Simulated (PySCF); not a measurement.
Level of theory: B3LYP-D3(BJ)/def2-TZVP in PySCF. Isolated molecules, 0 K electronic values unless said otherwise. One relaxed conformer stands for a flexible species; it need not be the lowest. B3LYP has the VWN-RPA correlation part, as in Gaussian. Delta-SCF ions had no search for a lower state. 

Reference species (SMILES): `S` (neutral, multiplicity 1).

```
Property                                   Value
--------------------------------------  --------
HOMO–LUMO gap                            7.52 eV
vertical ionisation energy (Delta-SCF)  10.41 eV
HOMO                                    -7.23 eV
```

Changed species: `C[S@](=O)S` (O–S–S–H torsion 85°) (X = methylsulfinyl; the reference has X = H).

Problem. What does the change do to the HOMO–LUMO gap, vertical ionisation energy (Delta-SCF) and HOMO?

Solution. the HOMO–LUMO gap drops by 2.06 eV, to 5.46 eV; the vertical ionisation energy (Delta-SCF) falls by 1.03 eV, to 9.38 eV; the HOMO rises by 0.17 eV, to -7.06 eV.
